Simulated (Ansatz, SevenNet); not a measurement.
For diamond-structure Ge, the machine-learned potential SevenNet-0 (trained on PBE and PBE+U data) gives:

```
Property               Result
-------------------  --------
lattice parameter a   5.750 Å
bulk modulus B0      43.3 GPa
```

Problem. What does PBE0 in Ansatz (plane waves, PAW) give for the same quantities?

Solution. 
- lattice constant a: 5.678 Å (decreases by 1.3 %)
- bulk modulus: 74.1 GPa (rises by 71 %)

For comparison: lattice constant a 5.644 Å (measured, static lattice: zero-point anharmonic expansion removed; as tabulated in Mejia-Rodriguez and Trickey (2018), arXiv:1807.09216); bulk modulus 77.3 GPa (measured, low-temperature value with the zero-point effect removed, sources range from 77.3 to 79.4; as tabulated in Tanner et al. (2021), arXiv:2110.11888).

Changes are worked out from the printed values.

Unless a cell is named, each level is at its own relaxed cell (SevenNet-0 23.76, PBE0 22.88 Å³/atom).

Ansatz's density-functional and Hartree–Fock values are scalar-relativistic unless marked +SOC, with PAW data made under PBE.

Ansatz is a program for electronic structure.
